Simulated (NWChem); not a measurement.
The numbers come from NWChem runs, not from measurements. System: H2P, charge 0, spin multiplicity 2, at a geometry optimised with UPBE/def2-SVP. The structure started from a generated list of species. Its SCF solution wasn't tested for a lower state. Level: UB2PLYP/cc-pVDZ, 5 core orbitals frozen.

NWChem printed:

```
             Northwest Computational Chemistry Package (NWChem) 7.3.0
             --------------------------------------------------------

                                NWChem Input Module
                                -------------------

 Scaling coordinates for geometry "geometry" by  1.889725989
 (inverse scale =  0.529177249)

 Turning off AUTOSYM since
 SYMMETRY directive was detected!

                             Geometry "geometry" -> ""
                             -------------------------

 Output coordinates in angstroms (scale by  1.889725989 to convert to a.u.)

  No.       Tag          Charge          X              Y              Z
 ---- ---------------- ---------- -------------- -------------- --------------
    1 P                   15.0000     0.00000000     0.00000000     0.11960000
    2 H                    1.0000     1.02886600     0.00000000    -0.89700300
    3 H                    1.0000    -1.02886600     0.00000000    -0.89700300

 Effective nuclear repulsion energy (a.u.)      11.2329785694

            Nuclear Dipole moment (a.u.)
            ----------------------------
        X                 Y               Z
 ---------------- ---------------- ----------------
     0.0000000000     0.0000000000    -0.0000113384

      Symmetry information
      --------------------

 Group name             C2v
 Group number             16
 Group order               4
 No. of unique centers     2

      Symmetry unique atoms

     1    2


 Summary of "ao basis" -> "" (spherical)
 ------------------------------------------------------------------------------
       Tag                 Description            Shells   Functions and Types
 ---------------- ------------------------------  ------  ---------------------
 *                          cc-pvdz                   on all atoms

  dft_input: which_mp2 not specified, using semidirect MP2 by default.

                                 NWChem DFT Module
                                 -----------------

 Summary of "ao basis" -> "ao basis" (spherical)
 ------------------------------------------------------------------------------
       Tag                 Description            Shells   Functions and Types
 ---------------- ------------------------------  ------  ---------------------
 P                          cc-pvdz                  8       18   4s3p1d
 H                          cc-pvdz                  3        5   2s1p

 Summary of "ao basis" -> "ao basis" (spherical)
[...]
     L   x y z        total         alpha         beta         nuclear
     -   - - -        -----         -----         ----         -------
     0   0 0 0     -0.000000     -9.000000     -8.000000     17.000000

     1   1 0 0     -0.000000     -0.000000     -0.000000      0.000000
     1   0 1 0     -0.000000     -0.000000     -0.000000      0.000000
     1   0 0 1     -0.250260     -0.206772     -0.043477     -0.000011

     2   2 0 0    -10.455654     -9.537343     -8.478720      7.560409
     2   1 1 0     -0.000000     -0.000000     -0.000000      0.000000
     2   1 0 1     -0.000000     -0.000000      0.000000      0.000000
     2   0 2 0    -11.040188     -7.493093     -3.547095      0.000000
     2   0 1 1     -0.000000     -0.000000     -0.000000      0.000000
     2   0 0 2    -11.454915     -9.485063     -8.482727      6.512876

                   NWChem MP2 Semi-direct Energy/Gradient Module
                   ---------------------------------------------

  Basis functions       =     28
  Molecular orbitals    =     28
  Frozen core           =      5
  Frozen virtuals       =      0
  Active alpha occupied =      4
  Active beta occupied  =      3
  Active alpha virtual  =     19
  Active beta virtual   =     20
  Use MO symmetry       = T
  Use skeleton AO sym   = T

  AO/Fock/Back tols     =   1.0D-09  1.0D-09  1.0D-09

 GA uses MA = F    GA memory limited = T

 Available:
  local mem=  4.43D+07
 global mem=  1.44D+08
 local disk=  0.00D+00
  mp2_memr nvloc                    19
  nvloc new                    19
   1 passes of   4:        2097152                       3537                    106298.
   1 passes of   4: M     44324612           G      144177632           F      42227460.

 Semi-direct pass number   1 of   1  for UHF alpha       at        0.9s
  vrange nnbf                   406
  mp2_eaftype                    10  avail_ma_in_mb                   386
 EAF : mp2_eaftype filesize          10      53149.
  mp2_eaf for mointskh                     10
Node 0 wrote      0.2 Mb in      0.0 s     Agg I/O rate:   977.9 Mb/s
 Done moints_semi at        1.5s
  mp2_eaftype                    10  avail_ma_in_mb                   386
 EAF : mp2_eaftype filesize          10      53149.
  mp2_eaf for kh                    10
 Done maket at        1.5s
 Done multipass loop at        1.5s

 GA uses MA = F    GA memory limited = T

 Available:
  local mem=  4.43D+07
 global mem=  1.44D+08
 local disk=  0.00D+00
  mp2_memr nvloc                    20
  nvloc new                    20
   1 passes of   3:        2097152                       3129                     84211.
   1 passes of   3: M     44324612           G      144177632           F      42227460.

 Semi-direct pass number   1 of   1  for UHF beta        at        1.5s
  vrange nnbf                   406
  mp2_eaftype                    10  avail_ma_in_mb                   386
 EAF : mp2_eaftype filesize          10      42106.
  mp2_eaf for mointskh                     10
Node 0 wrote      0.2 Mb in      0.0 s     Agg I/O rate:   925.4 Mb/s
 Done moints_semi at        2.1s
  mp2_eaftype                    10  avail_ma_in_mb                   386
 EAF : mp2_eaftype filesize          10      42106.
  mp2_eaf for kh                    10
 Done maket at        2.1s
 Done multipass loop at        2.1s

          -------------------------------------------
          DFT energy                    -342.329013810947
          Unscaled MP2 energy             -0.134917419045
          Total DFT+MP2 energy          -342.365441514089
          -------------------------------------------

 -----------------------
 Performance information
 -----------------------

 Timer overhead =  1.37D-07 seconds/call

               Nr. of calls         CPU time (s)                 Wall time (s)                GFlops
             ---------------    -------------------     ------------------------------   -------------------
Name         Min   Avg   Max    Min     Avg     Max     Min     Avg     Max   Mx/calls   Min     Max     Sum
mp2: moin     2     2     2    1.2     1.2     1.2      1.2     1.2     1.2    0.60      0.0     0.0     0.0
mp2: make     2     2     2   7.70E-3 7.70E-3 7.70E-3  7.70E-3 7.70E-3 7.70E-3 3.85E-3   0.0     0.0     0.0
mp2: tota     1     1     1    1.3     1.3     1.3      1.3     1.3     1.3     1.3      0.0     0.0     0.0

 The average no. of pstat calls per process was 5.00D+00
 with a timing overhead of 6.85D-07s

 Task  times  cpu:        2.1s     wall:        2.1s

 Total times  cpu:        2.1s     wall:        2.1s
```

Problem. Write an NWChem input that would produce this output.

Solution. Several could match; the one computed here: 
```
start mol
memory heap 200 mb stack 900 mb global 1100 mb
geometry units angstroms nocenter noautoz
  P      0.000000     0.000000     0.119600
  H      1.028866     0.000000    -0.897003
  H     -1.028866     0.000000    -0.897003
  symmetry group C2v
end
basis spherical
  * library cc-pvdz
end
dft
  xc hfexch 0.53 becke88 0.47 lyp 0.73 mp2 0.27
  dftmp2
  odft
  mult 2
  semidirect memsize 60000000 filesize 0
  iterations 100
end
mp2
  freeze core 5
end
task dft energy
```
